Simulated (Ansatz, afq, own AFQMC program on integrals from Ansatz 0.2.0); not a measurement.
AFQMC on a folder of integrals that Ansatz 0.2.0 wrote.

```yaml
crystal:
  periodic: [false, false, false]
  atoms:
    - {symbol: Si, position_ang: [-1.053682, 0.769155, -0.890025]}
    - {symbol: N, position_ang: [0.115283, 0.497840, 0.371900]}
    - {symbol: Si, position_ang: [1.008687, -0.944443, 0.764578]}
    - {symbol: H, position_ang: [-1.395901, -0.559198, -1.476611]}
    - {symbol: H, position_ang: [-0.539951, 1.659137, -1.980380]}
    - {symbol: H, position_ang: [-2.290568, 1.413151, -0.346304]}
    - {symbol: H, position_ang: [0.357103, 1.319520, 0.921466]}
    - {symbol: H, position_ang: [0.417201, -2.065693, -0.021970]}
    - {symbol: H, position_ang: [0.916398, -1.251461, 2.226587]}
    - {symbol: H, position_ang: [2.465430, -0.838008, 0.430769]}
basis:
  gaussian: {orbitals: def2-TZVP}
magnetization: {spin_polarized: false}
correlation: {method: ccsd_t, electrons: outside_noble_gas, hamiltonian_folder: ham}
```

```sh
$ ansatz run in.yaml --threads 1 --pin off --events-out ev --progress --plain --max-ram 24576MiB --backend cuda --devices 0, --max-vram 18GiB
```

Options of the walk:

```
--method phaseless --trial cisd --walkers 1300 --populations 20 --least-time 60 --time-step 0.005 --steps-per-block 50 --equilibration-blocks 28 --max-blocks 4000 --target-error 0.00027 --factor-cut 1e-05 --seed 9806 --release-times 0.24,0.51,0.99,1.5 --release-step 0.03 --release-every 4 --taylor-order 6
```

Times are imaginary, in 1/Eh. The walk had a cap of 362 s. With eight or more populations the least sampling time is a fifth of least-time, and the error comes from their spread.

Log:

```
orbitals 136  electrons 10 10  factors 972 of 979
reference energy -636.47981592 Eh
CCSD correlation -0.50125653 Eh in 9 cycles, weight of the determinant in the CISD state 0.8204
energy of the start -636.981068 Eh
 block  time / (1/Eh)  mean weight  energy / Eh
     1     0.250  0.9984  -636.967730
     2     0.500  0.9999  -636.974587
     3     0.750  1.0001  -636.982941
     4     1.000  0.9996  -636.987649
     5     1.250  1.0000  -636.992318
     8     2.000  1.0000  -636.998355
    13     3.250  0.9994  -636.999572
    25     6.250  1.0005  -637.001974
    37     9.250  1.0008  -636.997595
    49    12.250  0.9998  -636.998756
    61    15.250  0.9996  -636.997824
    73    18.250  1.0009  -637.000039
    85    21.250  0.9994  -637.005486
    97    24.250  1.0005  -636.999827
   109    27.250  1.0007  -637.001969
   121    30.250  1.0004  -636.996205
   129    32.250  0.9997  -636.995897
   133    33.250  1.0006  -636.997891
   145    36.250  0.9997  -636.998587
   157    39.250  0.9998  -636.996680
   165    41.250  1.0002  -636.998592
error from the spread of 20 populations
released: time / (1/Eh)  energy / Eh  error  mean overlap
  0.24  -636.999539  0.000236  0.9919
  0.51  -636.999187  0.000292  0.9923
  0.99  -636.998707  0.000341  0.9896
  1.50  -636.999041  0.000441  0.9914
energy -636.999160 +/- 0.000262 Eh
(rows thinned)
```

The run passed its tests (sampling time, drift between the halves within three errors, error under three times the target), which doesn't prove that it has relaxed.

Against this walk (error 7.1 meV) on the same determinant: CCSD(T) 43.4 meV higher. The error is statistical and leaves out the bias of the constraint. Released to 1.50 1/Eh the energy moves by 3 ± 14 meV (both errors), within twice the noise.

Cautions: constraint bias not in the error.

The walk took 3.7 min on 1 × NVIDIA H100 80GB HBM3 with 2 threads of AMD EPYC 7R13 Processor (Zen 3), on a shared host (the card was shared). The log's last line is the phaseless energy.
